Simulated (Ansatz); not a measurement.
# BHCl₂: small, medium and large basis sets

An exercise on one series of results from a longer session: the logs are not shown, and one member is left open.

Computed with Ansatz 0.2.0, Gaussian basis. Level: one geometry, several basis sets.

Levels to be run: PBE0-D4/def2-SVP; ωB97M-V/def2-SVP; PBE0-D4/def2-QZVPP; ωB97M-V/def2-QZVPP; CCSD(T)/cc-pV(D+d)Z; CCSD(T)/cc-pV(T+d)Z; CCSD(T)/cc-pV(Q+d)Z; the functionals' def2-TZVPP values are taken from earlier runs.

### The geometry

All runs share one geometry, relaxed beforehand with PBE0-D4 in a triple-zeta def2 set.

SMILES `ClBCl`, 4 atoms, charge 0, spin multiplicity 1.

Atoms are counted from 1 here; the program's logs count them from 0.

Bond lengths: Cl1–B2 1.734 Å, B2–Cl3 1.734 Å, B2–H4 1.187 Å. Angles: Cl1–B2–Cl3 120.7°, Cl1–B2–H4 119.7°, Cl3–B2–H4 119.7°.

Set-up of the first run:

in.yaml

```yaml
crystal:
  periodic: [false, false, false]
  atoms:
    - {symbol: Cl, position_ang: [-1.520740, -0.680178, -0.004176]}
    - {symbol: B, position_ang: [0.026401, 0.100158, -0.068738]}
    - {symbol: Cl, position_ang: [1.410714, -0.614525, 0.692605]}
    - {symbol: H, position_ang: [0.139025, 1.134246, -0.639991]}
basis:
  gaussian: {orbitals: def2-SVP}
hamiltonian: {xc: pbe0, dispersion: d4}
output: {orbitals: {seedname: orbitals}}
```

On the command line:

```sh
$ ansatz run in.yaml --threads 2 --pin off --events-out ev --progress --plain --max-ram 32768MiB --backend cpu
```

Steps of the session up to this table: PBE0-D4 in def2-SVP; ωB97M-V in def2-SVP; PBE0-D4 in def2-QZVPP; ωB97M-V in def2-QZVPP.

One of the session's tables, all rows but one given; the rest of the session is left out.

It belongs to the step «Density functionals: the series». 

| functional | basis | HOMO (eV) |
| --- | --- | --- |
| PBE0-D4 | def2-SVP | -9.12 |
| PBE0-D4 | def2-TZVPP | ? |
| PBE0-D4 | def2-QZVPP | -9.28 |
| ωB97M-V | def2-SVP | -11.33 |
| ωB97M-V | def2-TZVPP | -11.51 |
| ωB97M-V | def2-QZVPP | -11.55 |

Estimate the missing values for PBE0-D4, def2-TZVPP.

The run gave: HOMO (eV): -9.25. In the column «HOMO (eV)» it lies between PBE0-D4, def2-QZVPP (-9.28) and PBE0-D4, def2-SVP (-9.12).
